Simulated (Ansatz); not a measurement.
Geometry optimisation, RKS PBE-D4/def2-TZVP (Ansatz 0.2.0).

Input:

```yaml
crystal:
  periodic: [false, false, false]
  atoms:
    - { symbol: Al, position_ang: [0.0, 0.0, 0.0] }
    - { symbol: H, position_ang: [0.0, 0.0, 1.56] }
    - { symbol: H, position_ang: [1.351, 0.0, -0.78] }
    - { symbol: H, position_ang: [-1.351, 0.0, -0.78] }
basis:
  gaussian: { orbitals: def2-TZVP }
hamiltonian:
  xc: pbe
  dispersion: d4
relax:
  f_tol: 0.02
  max_steps: 40
```

Launched with:

```bash
$ ansatz run input.yaml --threads 1 --pin off --max-ram 2048MiB --backend cpu --events-out ev --progress --plain --runs-dir out
```

Problem. Where does it end, and by what steps?

Solution. It converged. After 2 steps the energy has fallen by 0.026 eV; H3 moved furthest, 0.04 Å.

| step | energy less start (eV) | largest force component (eV/Å) | accepted |
| --- | --- | --- | --- |
| 0 | 0.0000 | 0.495 | yes |
| 1 | -0.0246 | 0.102 | yes |
| 2 | -0.0258 | 0.008 | yes |

```xyz
4
Properties=species:S:1:pos:R:3
Al 0.000 0.000 0.000
H 0.000 0.000 1.596
H 1.382 0.000 -0.798
H -1.382 0.000 -0.798
```

Time of the run: 1.9 s on 1 thread of Arm Neoverse V2, on a shared host, peak memory 0.091 GiB.
